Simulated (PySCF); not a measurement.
# Unknown compound

The spectra below were simulated for a compound C$_{4}$H$_{10}$O$_{2}$.

¹H NMR (400 MHz, computed): δ 3.32 (s, 4H), 3.31 (s, 6H).

¹³C{¹H} NMR (computed): δ 75.5 (CH2), 61.2 (CH3).

Calculated, not measured (PySCF 2.14.0 with density-fitted response routines): geometry from PBE0-D3(BJ)/def2-SVP, GIAO mPW1PW91/pcSseg-2 shieldings, spin–spin couplings from B3LYP/pcJ-1 (without the spin–dipole term). One averaged value for each set of equivalent atoms, no relativistic terms, gas phase, single conformer.

Shifts are taken against calculated references (same method and geometry level): ¹H (σ = 31.29 ppm) and ¹³C (σ = 183.53 ppm) against TMS.

What is the structure?

Answers


1. Rings plus π bonds: 0.
2. 2 carbon signals for 4 carbons: some carbons are equivalent by symmetry or fast rotation.
3. Carbon types of the structure: 2 × CH2, 2 × CH3, which accounts for all hydrogens.
4. δC 75.5: sp3 CH2 bonded to O; the inductive effect lowers its shielding.
5. δC 61.2: methyl carbon bonded to O; deshielded by the electronegative neighbour.
6. δH 3.32: hydrogen on an sp3 CH2 bonded to O; its carbon carries O, which withdraws density.
7. δH 3.31: hydrogen on a methyl carbon bonded to O; its carbon carries O, which withdraws density.

These data were computed for `InChI=1S/C4H10O2/c1-5-3-4-6-2/h3-4H2,1-2H3`.

The data come from this structure; uniqueness wasn't tested.

Shifts are as computed. Against solution values, carbons near 30 ppm lie about +3 ppm off and those near 130 ppm about +9 ppm. Of 1211 compounds with measured shifts, 218 miss one by over three times the rms of a fit or turn the order of signals round; such compounds aren't used in these exercises. Vicinal H,H couplings across rotating CH2–CH2 and CH–CH2 bonds are estimated from the computed gauche and anti values for equal rotamer populations, (2 J gauche + J anti)/3.
